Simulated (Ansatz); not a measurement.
**CH3B (triplet): wave-function methods side by side at distance B1–C2 = 2.775 Å, cc-pVDZ**

The task here is to estimate one member of a computed series from the others.

The runs use Ansatz 0.2.0, Gaussian basis; cc-pVDZ, core rule «outside noble gas», up to 2 orbitals frozen.

To be run: UHF; CCSD(T) on ROHF; CCSD(T) on UHF; BCCD(T) on ROHF; CISD; CCSDT(Q) on ROHF; CCSDT(Q) on UHF; CASSCF and MRCISD+Q, 4 electrons in 4 orbitals; CASSCF and NEVPT2, 4 electrons in 4 orbitals.

21 further runs of the same task are left out: 18 that didn't finish, 3 set aside as unsound or not needed.

### What is computed

The geometry derives from a PBE0/def2-TZVP stationary point (not a proven minimum). One bond is set to the value named and the two fragments are kept rigid.

5 atoms, charge 0, spin multiplicity 3.

Atoms are counted from 1 here; the program's logs count them from 0.

Bond lengths: B1–H3 1.194 Å, C2–H4 1.092 Å, C2–H5 1.087 Å. Angles: H4–C2–H5 113.6°.

The first run:

in.yaml reads:

```yaml
crystal:
  periodic: [false, false, false]
  atoms:
    - {symbol: B, position_ang: [0.000000, -0.273742, 1.499398]}
    - {symbol: C, position_ang: [0.000000, 0.159174, -1.241626]}
    - {symbol: H, position_ang: [0.000000, 0.536766, 2.375668]}
    - {symbol: H, position_ang: [0.000000, 1.152473, -1.694312]}
    - {symbol: H, position_ang: [0.000000, -0.649854, -1.968336]}
basis:
  gaussian: {orbitals: cc-pVDZ}
magnetization: {spin_polarized: true, initial_magnetization: 2}
hamiltonian: {xc: hf}
output: {orbitals: {seedname: orbitals}}
```

Command:

```bash
> ansatz run in.yaml --threads 1 --pin off --events-out ev --progress --plain --max-ram 2393MiB
```

Steps of the session up to this table: UHF; CCSD(T) on ROHF; CCSD(T) on UHF; BCCD(T) on ROHF; CISD; CCSDT(Q) on ROHF; CCSDT(Q) on UHF; CASSCF and MRCISD+Q, 4 electrons in 4 orbitals; CASSCF and NEVPT2, 4 electrons in 4 orbitals.

One of the session's tables, all rows but one given; the rest of the session is left out.

```
       method  from RCCSDT(Q) (kJ/mol)
         ROHF                   +588.2
          UHF                        ?
         RMP2                   +159.4
         UMP2                   +142.9
         CISD                    +75.7
        RCCSD                    +20.2
        UCCSD                    +19.2
     RCCSD(T)                     +7.1
     UCCSD(T)                     +6.8
      BCCD(T)                     +6.8
       RCCSDT                     +1.1
       UCCSDT                     +1.0
    RCCSDT(Q)                        0
    UCCSDT(Q)                      0.0
  CASSCF pair                   +511.8
  NEVPT2 pair                   +123.4
  MRCISD pair                    +48.7
MRCISD+Q pair                     +6.3
```

Q: Estimate the row for UHF from the others.

As computed: from RCCSDT(Q) (kJ/mol): +529.6. In the column «from RCCSDT(Q) (kJ/mol)» it lies between CASSCF pair (+511.8) and ROHF (+588.2).

To keep in mind: Warnings: spin contamination; large T1 diagnostic. Restricted and unrestricted rows rest on different reference determinants; where their highest levels disagree by more than a few hundredths of an eV, they describe different states and don't form one ladder.
